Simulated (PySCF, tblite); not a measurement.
Isomers of C8H10, one GFN2-xTB conformer each. Single-point energies are computed at PBE0/pcSseg-1 (PySCF, gas phase, no added dispersion term), electronic only.

**Question.** Rank them by PBE0/pcSseg-1 energy, lowest first (kJ/mol).
A. `[CH:1]#[C:2][CH2:3]/[CH:4]=[CH:5]/[C:6](=[CH2:7])[CH3:8]` with C2–C3–C4–C5 -123°, C4–C5–C6–C7 180°
B. `[CH:1]1=[CH:2][CH2:3][C:4]([CH:5]2[CH2:6][CH2:7]2)=[CH:8]1` with C3–C4–C5–C6 145°
C. `[CH2:1]=[CH:2]/[CH:3]=[CH:4]/[CH:5]=[CH:6]/[CH:7]=[CH2:8]` with C1–C2–C3–C4 180°, C3–C4–C5–C6 180°, C5–C6–C7–C8 180°
D. `C1(/C(C=C1C)=C)=C\C`
E. `[CH:1]#[C:2][CH2:3]/[CH:4]=[CH:5]/[CH:6]1[CH2:7][CH2:8]1` with C2–C3–C4–C5 120°, C4–C5–C6–C7 -145°
F. `[CH:1]#[C:2][C@@H:3]1[CH:4]=[CH:5][C@@H:6]([CH3:7])[CH2:8]1` with C2–C3–C4–C5 -105°, C4–C5–C6–C7 -134°, C5–C6–C8–C3 20°, C2–C3–C8–C6 98°

**Answer.** B (0.0), C (33.2), D (66.6), F (77.6), A (134.1), E (165.3).

As drawn, the highest has a C≡C bond, which the lowest lacks. GFN2-xTB itself gives, in the same order: 0.0, 123.1, 105.1, 75.0, 170.7, 168.0. Both levels put the same isomer lowest; measured from each level's own lowest isomer, the values differ by up to 89.9 kJ/mol (C=C/C=C/C=C/C=C: 123.1 against 33.2).

**Question.** Which frontier levels, dipoles and rotational constants go with these structures?

**Answer.** 
```tsv
SMILES	HOMO (eV, PBE0/pcSseg-1)	LUMO (eV)	dipole (D)	A, B, C (MHz)
C1=CCC(C2CC2)=C1	-5.80	-0.36	0.91	5632, 1364, 1210
C=C/C=C/C=C/C=C	-5.90	-1.77	0.00	19759, 579.4, 562.9
C=C1C=C(C)/C1=C\C	-6.31	-0.56	1.35	2695, 1895, 1128
C#C[C@@H]1C=C[C@@H](C)C1	-7.21	0.29	0.82	4554, 1391, 1250
C#CC/C=C/C(=C)C	-6.66	-0.74	0.57	5268, 846.0, 793.7
C#CC/C=C/C1CC1	-6.81	0.36	1.03	7108, 768.0, 729.4
```

**Question.** What happens when harmonic zero-point energies from GFN2-xTB frequencies are added?

**Answer.** 
```tsv
SMILES	ZPE (kJ/mol)	electronic (kJ/mol)	with ZPE (kJ/mol)
C1=CCC(C2CC2)=C1	399.9	0.0	0.0
C=C/C=C/C=C/C=C	387.7	33.2	21.1
C=C1C=C(C)/C1=C\C	391.4	66.6	58.1
C#C[C@@H]1C=C[C@@H](C)C1	396.9	77.6	74.5
C#CC/C=C/C(=C)C	387.6	134.1	121.7
C#CC/C=C/C1CC1	391.9	165.3	157.3
```

The zero-point energies span 12.3 kJ/mol. The order is unchanged.

**Question.** As an exercise, what shares would exp(−E/RT) give at 1000 K from these electronic energies alone (no entropy, no degeneracies)?

**Answer.** RT = 8.314 kJ/mol: C1=CCC(C2CC2)=C1 98.2 %, C=C/C=C/C=C/C=C 1.8 %, C=C1C=C(C)/C1=C\C under 0.1 %, C#C[C@@H]1C=C[C@@H](C)C1 under 0.1 %, C#CC/C=C/C(=C)C under 0.1 %, C#CC/C=C/C1CC1 under 0.1 %.
